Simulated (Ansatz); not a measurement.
A made-up structure of CH4OSi, closed shell:

```csv
atom,x (Å),y (Å),z (Å)
O1,-1.4268,-1.2127,-0.8619
C2,-0.6509,-0.9308,0.0142
Si3,0.4479,0.6519,-0.0227
H4,-0.5526,-1.6091,0.8972
H5,0.1805,1.4128,-1.2646
H6,0.1309,1.4609,1.1841
H7,0.0075,-1.7538,0.1272
```

It is relaxed with PBE-D4/def2-SVP and then PBE0-D4/def2-TZVP (Ansatz 0.2.0). Atoms count as bonded within 1.22 times the sum of their covalent radii (H–H: 0.88 Å). The end point is not checked to be a true minimum.

Task: Does its bonding change? (A judgement: the text doesn't fix the answer.)

Result: The calculation gives: Yes. Formed: Si3–H7; broken: C2–H7.

Where it ends: The first stage lowers the energy by 4.40 eV in 18 steps. It ends as CH₄OSi ([O][CH][SiH3]):
```
7
angstrom
O -1.9316 -1.1718 -0.8179
C -1.1063 -1.0466 0.0494
Si 0.3139 0.2535 -0.0294
H -1.1527 -1.7085 0.9489
H 0.2072 1.0302 -1.2857
H 0.1973 1.1361 1.1617
H 1.6088 -0.4737 0.0465
```

Labels in which every atom is bracketed show which atoms are joined, not bond orders.

For scale, one of the runs: PBE0-D4/def2-TZVP relaxation, 123 basis functions, launched by `ansatz run in.yaml --threads 2 --pin off --events-out ev --progress --plain --max-ram 4352MiB`. The run took about 21 s on 2 CPU threads of an Intel Xeon 6975P-C (shared host).
